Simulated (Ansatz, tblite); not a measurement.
# BH2Br: removing and adding an electron

One table from this session's results is given with a row withheld; the runs are named, their logs left out.

The runs use Ansatz 0.2.0, Gaussian basis; as each input shows.

Levels to be run: charge +1 doublet, at the geometry of the singlet (PBE0-D4/def2-TZVP, PBE-D4/def2-TZVP, r2SCAN-D4/def2-TZVP, CCSD(T)/def2-TZVPP); charge -1 doublet, at the geometry of the singlet (PBE0-D4/def2-TZVPD, PBE-D4/def2-TZVPD, r2SCAN-D4/def2-TZVPD, CCSD(T)/def2-TZVPD); the starting singlet's energies come from earlier runs.

**The geometry**

The singlet was relaxed beforehand with r2SCAN-D4/def2-TZVP.

4 atoms, charge 0, spin multiplicity 1.

Atoms are counted from 1 here; the program's logs count them from 0.

Bond lengths: B1–H2 1.188 Å, B1–H3 1.188 Å, B1–Br4 1.896 Å. Angles: H2–B1–H3 124.5°, H2–B1–Br4 117.7°, H3–B1–Br4 117.7°.

As a file:

| atom | x (Å) | y (Å) | z (Å) |
| --- | --- | --- | --- |
| B1 | 0.1022 | 0.1692 | -0.0005 |
| H2 | 1.2876 | 0.0991 | 0.0158 |
| H3 | -0.5120 | 1.1856 | -0.0196 |
| Br4 | -0.8778 | -1.4539 | 0.0044 |

Set-up of the first run:

File in.yaml:

```yaml
crystal:
  periodic: [false, false, false]
  atoms:
    - {symbol: B, position_ang: [0.102182, 0.169236, -0.000518]}
    - {symbol: H, position_ang: [1.287630, 0.099098, 0.015754]}
    - {symbol: H, position_ang: [-0.511973, 1.185563, -0.019609]}
    - {symbol: Br, position_ang: [-0.877840, -1.453897, 0.004373]}
basis:
  gaussian: {orbitals: def2-TZVP}
total_charge: 1
magnetization: {spin_polarized: true, initial_magnetization: 1}
hamiltonian: {xc: pbe0, dispersion: d4}
output: {orbitals: {seedname: orbitals}}
```

On the command line:

```bash
> ansatz run in.yaml --threads 4 --pin off --events-out ev --progress --plain --max-ram 3916MiB
```

Steps of the session up to this table: Charge +1 doublet at the fixed geometry, PBE0-D4/def2-TZVP; Charge +1 doublet at the fixed geometry, PBE-D4/def2-TZVP; Charge +1 doublet at the fixed geometry, r2SCAN-D4/def2-TZVP; Charge +1 doublet at the fixed geometry, CCSD(T)/def2-TZVPP; Charge -1 doublet at the fixed geometry, PBE0-D4/def2-TZVPD; Charge -1 doublet at the fixed geometry, PBE-D4/def2-TZVPD; Charge -1 doublet at the fixed geometry, r2SCAN-D4/def2-TZVPD; Charge -1 doublet at the fixed geometry, CCSD(T)/def2-TZVPD.

One table of the session follows, with a row left open; its other results are not shown here.

It belongs to the step «Vertical electron affinity». 

```
              method  vertical electron affinity (eV)
       HF/def2-TZVPD                            -0.67
   PBE-D4/def2-TZVPD                             0.13
r2SCAN-D4/def2-TZVPD                             0.19
  PBE0-D4/def2-TZVPD                             0.12
      MP2/def2-TZVPD                            -0.12
     CCSD/def2-TZVPD                                ?
  CCSD(T)/def2-TZVPD                            -0.10
```

**Question.** Estimate the row for CCSD/def2-TZVPD.

The run gave: vertical electron affinity (eV): -0.13. In the column «vertical electron affinity (eV)» it lies between HF/def2-TZVPD (-0.67) and MP2/def2-TZVPD (-0.12).

To keep in mind: The anion's highest level is positive in at least one run, so there the basis alone may hold the extra electron.
